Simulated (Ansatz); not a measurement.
CH2NO (SMILES [NH]C=O), doublet: a trajectory.

The input file, in.yaml:

```yaml
crystal:
  periodic: [false, false, false]
  atoms:
    - {symbol: N, position_ang: [-0.692170, 0.521270, -0.310490]}
    - {symbol: C, position_ang: [0.378250, 0.047220, 0.229380]}
    - {symbol: O, position_ang: [0.568680, -1.171090, 0.121450]}
    - {symbol: H, position_ang: [-1.307920, -0.128300, -0.787250]}
    - {symbol: H, position_ang: [1.053160, 0.730900, 0.746910]}
basis:
  gaussian: {orbitals: def2-SVP}
magnetization: {spin_polarized: true, initial_magnetization: 1}
hamiltonian: {xc: pbe0, dispersion: d4}
md: {n_steps: 25, timestep: 1.0, temperature: 8000, ensemble: nvt_nose_hoover, seed: 162, initial_velocities: maxwell_boltzmann}
```

Run by:

```bash
ansatz run in.yaml --threads 2 --pin off --events-out ev --progress --plain --max-ram 3481MiB
```

The run's output (Ansatz 0.2.0):

```
Functional definition: PBE0
  name "PBE0"
  cite "Adamo & Barone, J. Chem. Phys. 110, 6158 (1999) doi:10.1063/1.478522"
  cite "Perdew, Burke & Ernzerhof, Phys. Rev. Lett. 77, 3865 (1996) doi:10.1103/PhysRevLett.77.3865"
  parent pbe
  parameter a = 0.25
  parameter kappa = 0.804
  parameter beta = 0.06672455060314922
  exchange = (1 - a)*pbe_x(kappa = kappa, mu = beta*pi^2/3) + a*exact_x
  correlation = pbe_c(beta = beta)
577 factors; integrals over basis functions are off by at most 2.2e-4 eV
mean field evaluation 1: about -4592.9942 eV, gradient 2.5e1 eV
mean field evaluation 2: about -4591.0479 eV, gradient 3.2e1 eV
mean field evaluation 4: about -4595.4438 eV, gradient 2.4e0 eV
mean field evaluation 8: about -4595.4942 eV, gradient 1.4e-1 eV
mean field evaluation 16: about -4595.4944 eV, gradient 5.3e-4 eV
mean field evaluation 32: about -4595.4944 eV, gradient 1.8e-7 eV
mean field -4595.49443918 eV, -168.8813057017 hartree, gradient 1.4e-8 eV, S^2 0.756259; 4 other end points of the search recorded, 0 dependent functions left out
the calculation of the forces begins
reference -4595.49445427 eV, -168.8813062566 hartree; 12, 11 occupied and 40, 41 virtual orbitals, 577 factors
md step     0: t =     0.00 fs  T =  8000.0 K  F+E_penalty+E_count = -4595.53500340 eV  E_kin = 3.102240 eV  conserved = -4592.43276342 eV  (184 SCF iters)
md step     1: t =     1.00 fs  T =  6620.7 K  F+E_penalty+E_count = -4594.91802421 eV  E_kin = 2.567359 eV  conserved = -4592.35067651 eV  (102 SCF iters, 5 dispersion substeps)
md step     2: t =     2.00 fs  T =  5962.9 K  F+E_penalty+E_count = -4594.62699514 eV  E_kin = 2.312297 eV  conserved = -4592.31479687 eV  (67 SCF iters, 5 dispersion substeps)
md step     3: t =     3.00 fs  T =  6558.2 K  F+E_penalty+E_count = -4594.97088391 eV  E_kin = 2.543133 eV  conserved = -4592.42805373 eV  (68 SCF iters, 5 dispersion substeps)
md step     4: t =     4.00 fs  T =  5263.9 K  F+E_penalty+E_count = -4594.39858387 eV  E_kin = 2.041225 eV  conserved = -4592.35794615 eV  (111 SCF iters, 5 dispersion substeps)
md step     5: t =     5.00 fs  T =  3354.5 K  F+E_penalty+E_count = -4593.62546098 eV  E_kin = 1.300826 eV  conserved = -4592.32554133 eV  (69 SCF iters, 5 dispersion substeps)
md step     6: t =     6.00 fs  T =  2176.4 K  F+E_penalty+E_count = -4593.16229228 eV  E_kin = 0.843979 eV  conserved = -4592.31954482 eV  (72 SCF iters, 5 dispersion substeps)
md step     7: t =     7.00 fs  T =  2071.7 K  F+E_penalty+E_count = -4593.12316523 eV  E_kin = 0.803358 eV  conserved = -4592.32141054 eV  (70 SCF iters, 5 dispersion substeps)
md step     8: t =     8.00 fs  T =  2952.9 K  F+E_penalty+E_count = -4593.47593455 eV  E_kin = 1.145071 eV  conserved = -4592.33305535 eV  (73 SCF iters, 5 dispersion substeps)
md step     9: t =     9.00 fs  T =  4203.5 K  F+E_penalty+E_count = -4594.00873951 eV  E_kin = 1.630045 eV  conserved = -4592.38189684 eV  (67 SCF iters, 5 dispersion substeps)
md step    10: t =    10.00 fs  T =  3920.2 K  F+E_penalty+E_count = -4593.97869695 eV  E_kin = 1.520163 eV  conserved = -4592.46303232 eV  (54 SCF iters, 5 dispersion substeps)
md step    11: t =    11.00 fs  T =  1891.0 K  F+E_penalty+E_count = -4592.93385336 eV  E_kin = 0.733291 eV  conserved = -4592.20609856 eV  (55 SCF iters, 5 dispersion substeps)
md step    12: t =    12.00 fs  T =  3498.0 K  F+E_penalty+E_count = -4593.79743358 eV  E_kin = 1.356452 eV  conserved = -4592.44765084 eV  (52 SCF iters, 5 dispersion substeps)
md step    13: t =    13.00 fs  T =  4968.3 K  F+E_penalty+E_count = -4594.34383488 eV  E_kin = 1.926603 eV  conserved = -4592.42585923 eV  (53 SCF iters, 5 dispersion substeps)
md step    14: t =    14.00 fs  T =  4118.1 K  F+E_penalty+E_count = -4593.94332506 eV  E_kin = 1.596905 eV  conserved = -4592.35728798 eV  (52 SCF iters, 5 dispersion substeps)
md step    15: t =    15.00 fs  T =  3061.0 K  F+E_penalty+E_count = -4593.51293346 eV  E_kin = 1.187007 eV  conserved = -4592.33870019 eV  (45 SCF iters, 5 dispersion substeps)
md step    16: t =    16.00 fs  T =  2713.3 K  F+E_penalty+E_count = -4593.37422401 eV  E_kin = 1.052178 eV  conserved = -4592.33649239 eV  (44 SCF iters, 5 dispersion substeps)
md step    17: t =    17.00 fs  T =  3220.5 K  F+E_penalty+E_count = -4593.57302336 eV  E_kin = 1.248857 eV  conserved = -4592.34048986 eV  (45 SCF iters, 5 dispersion substeps)
md step    18: t =    18.00 fs  T =  4390.2 K  F+E_penalty+E_count = -4594.03977335 eV  E_kin = 1.702416 eV  conserved = -4592.35626753 eV  (45 SCF iters, 5 dispersion substeps)
md step    19: t =    19.00 fs  T =  5491.7 K  F+E_penalty+E_count = -4594.50937065 eV  E_kin = 2.129565 eV  conserved = -4592.40224967 eV  (41 SCF iters, 5 dispersion substeps)
md step    20: t =    20.00 fs  T =  4989.5 K  F+E_penalty+E_count = -4594.34098221 eV  E_kin = 1.934829 eV  conserved = -4592.43248450 eV  (40 SCF iters, 5 dispersion substeps)
md step    21: t =    21.00 fs  T =  3429.7 K  F+E_penalty+E_count = -4593.56559904 eV  E_kin = 1.329961 eV  conserved = -4592.26522114 eV  (38 SCF iters, 5 dispersion substeps)
md step    22: t =    22.00 fs  T =  4039.6 K  F+E_penalty+E_count = -4593.94786063 eV  E_kin = 1.566471 eV  conserved = -4592.41402773 eV  (39 SCF iters, 5 dispersion substeps)
md step    23: t =    23.00 fs  T =  4326.8 K  F+E_penalty+E_count = -4594.04543625 eV  E_kin = 1.677839 eV  conserved = -4592.40382622 eV  (37 SCF iters, 5 dispersion substeps)
md step    24: t =    24.00 fs  T =  3091.7 K  F+E_penalty+E_count = -4593.51607478 eV  E_kin = 1.198902 eV  conserved = -4592.35672368 eV  (38 SCF iters, 5 dispersion substeps)
md step    25: t =    25.00 fs  T =  1715.5 K  F+E_penalty+E_count = -4592.96408442 eV  E_kin = 0.665224 eV  conserved = -4592.34067909 eV  (36 SCF iters, 5 dispersion substeps)
Total energy: -4592.96409966 eV, -168.7883174398 hartree
Atom 0 at    -0.684930     0.799097    -0.242823 Å, force    -1.910245    -6.794627    -2.610998 eV/Å
Atom 1 at     0.151002    -0.235123    -0.047917 Å, force    -1.897709     6.687166     2.000204 eV/Å
Atom 2 at     0.772170    -1.193762     0.263549 Å, force     0.363025    -4.081441    -1.298867 eV/Å
Atom 3 at    -1.639582     0.088225    -0.741982 Å, force     2.828874     2.804644     1.454098 eV/Å
Atom 4 at     0.762239     0.377906     0.810139 Å, force     0.616055     1.384258     0.455563 eV/Å
Dipole moment:    -0.079469    -0.150767    -0.020722 e Å

[the SCF lines of later steps are left out]
```

Hardware: 2 CPU threads of an Arm Neoverse V1, shared host. Wall time about 31 s.


The run ended normally. The set temperature is far above any at which the molecule holds together: the atoms start with that much kinetic energy, which flows into stretching the bonds.